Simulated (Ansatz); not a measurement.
A made-up structure of MgBH$_{3}$S, singlet:

```xyz
6
angstrom
B -0.8818 -0.0586 -0.6751
S 0.2770 -1.3269 -1.0286
Mg 1.1602 -0.0946 0.7294
H 0.9075 -2.4948 -1.3252
H -0.6709 0.7600 0.2287
H 2.0292 0.6127 1.9940
```

It is relaxed with PBE-D4/def2-SVP and then PBE0-D4/def2-TZVP (Ansatz 0.2.0). Atoms count as bonded within 1.22 times the sum of their covalent radii (H–H: 0.88 Å). The end point is not checked to be a true minimum.

(1) Does its bonding change? (A judgement: the text doesn't fix the answer.)

Answers

(1) The calculation gives: Yes. Formed: B1–H6, Mg3–H4; broken: S2–H4, Mg3–H5.

Where it ends: The first stage lowers the energy by 5.70 eV in 25 steps. It ends as MgBH₃S ([H]1[BH]2[S][MgH]12):
```
atom    x (Å)    y (Å)    z (Å)
  B1  -0.3175   0.3469   0.0705
  S2  -0.6560  -0.7630  -1.2450
 Mg3   1.3314  -1.4709  -0.2767
  H4   2.7702  -2.2007   0.2250
  H5  -1.0005   1.2740   0.3786
  H6   0.6936   0.2114   0.7709
```

Labels in which every atom is bracketed show which atoms are joined, not bond orders.

For scale, one of the runs: PBE0-D4/def2-TZVP relaxation, 118 basis functions, launched by `ansatz run in.yaml --threads 2 --pin off --events-out ev --progress --plain --max-ram 4352MiB`. Hardware: 2 CPU threads of an Arm Neoverse V2, shared host. Wall time about 11 s.
